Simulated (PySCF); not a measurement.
Exact simulation of a proton spin system

Molecule: SMILES C(=C)C=C=O, C4H4O.

Bonds (- single, = double, # triple, : aromatic): C1=C2 1.340 Å, C2-C3 1.455 Å, C3=C4 1.325 Å, C4=O5 1.160 Å. C1 carries H6, H7; C2 carries H8; C3 carries H9. H7 is cis to C3; H6 is trans to C3.

[PySCF 2.14.0 with density-fitted response routines: PBE0/pcSseg-1 with gauge-including orbitals; geometry from PBE0-D3(BJ)/def2-SVP; J: B3LYP/pcJ-1; no solvent model; a single conformation; no relativistic terms]

Chemical shifts δ = σref − σ; 1H (σref 31.27) against TMS, all at this level.

Shifts (ppm): H6 4.87, H7 5.18, H8 5.99, H9 4.15.
Couplings (Hz): H6–H7: 1.3; H6–H8: 11.7; H6–H9: -0.6; H7–H8: 18.1; H7–H9: -0.5; H8–H9: 12.0.

The 4-spin Hamiltonian (Zeeman plus full scalar coupling among like nuclei) was diagonalised exactly; lines are Lorentzian, 0.4 Hz wide, and the maxima above 3 % are listed with the tallest set to 100.

Q: Give the 1H peak list of this spin system at 300 MHz.

A: 
```json
{"Hz": "1818.4", "ppm": "6.061", "height": "41"}
{"Hz": "1806.7", "ppm": "6.022", "height": "59"}
{"Hz": "1806.5", "ppm": "6.022", "height": "58"}
{"Hz": "1800.3", "ppm": "6.001", "height": "48"}
{"Hz": "1794.7", "ppm": "5.982", "height": "46"}
{"Hz": "1788.6", "ppm": "5.962", "height": "68"}
{"Hz": "1788.4", "ppm": "5.961", "height": "67"}
{"Hz": "1776.6", "ppm": "5.922", "height": "53"}
{"Hz": "1563.6", "ppm": "5.212", "height": "59"}
{"Hz": "1563.2", "ppm": "5.211", "height": "61"}
{"Hz": "1562.3", "ppm": "5.208", "height": "63"}
{"Hz": "1561.9", "ppm": "5.206", "height": "61"}
{"Hz": "1545.5", "ppm": "5.152", "height": "51"}
{"Hz": "1545.1", "ppm": "5.150", "height": "54"}
{"Hz": "1544.2", "ppm": "5.147", "height": "54"}
{"Hz": "1543.8", "ppm": "5.146", "height": "52"}
{"Hz": "1467.7", "ppm": "4.892", "height": "56"}
{"Hz": "1467.1", "ppm": "4.890", "height": "59"}
{"Hz": "1466.4", "ppm": "4.888", "height": "58"}
{"Hz": "1465.8", "ppm": "4.886", "height": "55"}
{"Hz": "1456.0", "ppm": "4.853", "height": "52"}
{"Hz": "1455.4", "ppm": "4.851", "height": "55"}
{"Hz": "1454.7", "ppm": "4.849", "height": "54"}
{"Hz": "1454.1", "ppm": "4.847", "height": "51"}
{"Hz": "1251.5", "ppm": "4.171", "height": "63"}
{"Hz": "1250.9", "ppm": "4.170", "height": "100"}
{"Hz": "1250.4", "ppm": "4.168", "height": "62"}
{"Hz": "1239.5", "ppm": "4.131", "height": "60"}
{"Hz": "1239.0", "ppm": "4.130", "height": "96"}
{"Hz": "1238.4", "ppm": "4.128", "height": "59"}
```

Q: And at 800 MHz?

A: 
δ in ppm (height): 6.016 (44), 6.002 (61), 6.001 (61), 5.994 (47), 5.987 (47), 5.979 (65), 5.979 (64), 5.964 (50), 5.192 (57), 5.192 (58), 5.191 (59), 5.190 (57), 5.170 (54), 5.169 (55), 5.168 (56), 5.167 (54), 4.878 (55), 4.878 (57), 4.877 (57), 4.876 (54), 4.864 (53), 4.863 (56), 4.862 (55), 4.861 (52), 4.158 (61), 4.157 (100), 4.157 (61), 4.143 (60), 4.142 (98), 4.142 (60)

Q: Among coupled protons with different shifts, which pair is furthest from first order, and how does the field change that?

A: H7 and H8: Δν/J is about 13.4 at 300 MHz (close to first order) and 35.8 at 800 MHz (close to first order). J in Hz doesn't depend on the field, while Δν in Hz grows in proportion to it.

Unscaled 3J(H,H) at this level run about 10 % above measured values.
